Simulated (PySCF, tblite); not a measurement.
**C2H8FO2−, an ion with solvent molecules: NMR shifts, interaction energy, spin-spin couplings and core binding energies**

Aim: the NMR shifts, interaction energy, spin-spin couplings and core binding energies of `[F-]` with 2 × `CO`.

Programs: tblite 0.8.0 and PySCF 2.14.0. All values are calculated, for the isolated system unless a continuum is named. Atoms count from 0, parts from 1.

## 1. Starting point

13 atoms, charge -1, multiplicity 1; geometry: rigid parts in contact. Parts: 1 = atom 0, `[F-]`, charge -1; 2 = atoms 1–6, `CO`, charge 0; 3 = atoms 7–12, `CO`, charge 0.

## 2. Search for minima with GFN2-xTB

The job: settings as JSON, then the geometry in Å.

```
{"job": {"kind": "dock", "xc": "GFN2-xTB", "basis": "xTB"}, "charge": -1, "multiplicity": 1, "parts": [{"atoms": "0-0", "charge": -1, "multiplicity": 1}, {"atoms": "1-6", "charge": 0, "multiplicity": 1}, {"atoms": "7-12", "charge": 0, "multiplicity": 1}]}
F      0.560473     0.228866    -0.521047
C     -1.633812     2.627565    -0.728352
O     -0.365270     2.412263    -1.209456
H     -1.971663     3.571062    -1.178066
H     -1.637281     2.730777     0.372441
H     -2.352262     1.818308    -0.983670
H     -0.020693     1.493493    -0.811848
C     -0.694924    -0.550050    -3.361212
O      0.533853    -1.198021    -3.104313
H     -1.018996    -0.985825    -4.317281
H     -0.576596     0.549503    -3.467961
H     -1.472111    -0.718294    -2.575146
H      0.762075    -0.791239    -2.239269
```

Method: GFN2-xTB search for minima from random contacts, gas phase.

Command:

```bash
OMP_NUM_THREADS=1 python cluster_run.py task.json out
```

This one command runs all jobs of the session in turn.

**Question.** The jobs that follow are: PBE0-D3(BJ)/def2-SVPD geometry optimisation, gas phase; GIAO PBE0/aug-pcSseg-2 NMR shielding, non-relativistic, gas phase; wB97M-D3(BJ)/def2-SVPD interaction energy, counterpoise and uncorrected, gas phase; PBE0-D3(BJ)/def2-SVPD interaction energy, counterpoise and uncorrected, gas phase; B3LYP/aug-pcJ-1 indirect spin-spin coupling, non-relativistic, gas phase; delta-SCF UKS SCAN, aug-pcX-2 on the ionised atom, aug-pcseg-1 elsewhere, spin-free X2C. Predict: binding energy (GFN2-xTB); point group; rotational constants (main isotopes); shieldings of C, H (PBE0/aug-pcSseg-2); largest proton shift on binding; interaction energy, counterpoise (wB97M-D3(BJ)/def2-SVPD); superposition error; binding energy (with deformation); largest coupling of the table (B3LYP/aug-pcJ-1); O1s binding energies, SCAN/aug-pcX-2; F1s binding energies, SCAN/aug-pcX-2.

As calculated:

| quantity | value |
| --- | --- |
| binding energy (GFN2-xTB) | -41.73 kcal/mol (rough: tight binding is poor for bare ions) |
| point group | C1 |
| rotational constants (main isotopes) | 5.82, 1.86, 1.53 GHz |
| shieldings of C, H (PBE0/aug-pcSseg-2) | C1 129.9, C7 130.6, H6 19.5, H12 20.4, H10 27.3, H5 27.5, H4 27.7, H11 27.8 ppm and more |
| largest proton shift on binding | H6, +12.25 ppm |
| interaction energy, counterpoise (wB97M-D3(BJ)/def2-SVPD) | -56.18 kcal/mol |
| superposition error | 1.25 kcal/mol |
| binding energy (with deformation) | -50.97 kcal/mol |
| largest coupling of the table (B3LYP/aug-pcJ-1) | $^{1}J$(C,H) C1–H5, 137.8 Hz |
| O1s binding energies, SCAN/aug-pcX-2 | O2 532.90, O8 532.89 eV |
| F1s binding energies, SCAN/aug-pcX-2 | F0 683.56 eV |
| range of the interaction energy over the runs of this table | -59.03 to -56.18 kcal/mol |

In words: At its xTB geometry the search ends with the contact H6···F0 (hydrogen bond, 1.50 Å); 6 starts can't prove it the lowest minimum. Further contacts there: H12···F0 (hydrogen bond, 1.53 Å). A later relaxation moves these distances. The optimisation took 7 steps and gained 0.096 eV; among the close pairs (by a distance rule), O8–H12 changed most, from 0.990 to 1.016 Å. No frequency check was run at this level, so the end point may be a saddle. On binding (GIAO PBE0/aug-pcSseg-2 NMR shielding, non-relativistic, gas phase), H6 moves most among the protons, 12.25 ppm downfield. The attractive terms split as electrostatic 63 %, orbital 35 %, dispersion 2 %, against 72.25 kcal/mol of Pauli repulsion. Pairs sum to -62.36 kcal/mol; the many-body rest, +6.18, is anticooperative. In the run at B3LYP/aug-pcJ-1, the largest coupling of the table is C1–H5, 137.8 Hz, of which the Fermi-contact term gives 136.5 Hz. The O1s levels computed lie within 0.02 eV of one another, too close to rank. Binding moves the O1s level of O8 by -6.14 eV. The interaction energy runs from -59.03 (PBE0-D3(BJ)/def2-SVPD) to -56.18 kcal/mol (wB97M-D3(BJ)/def2-SVPD).
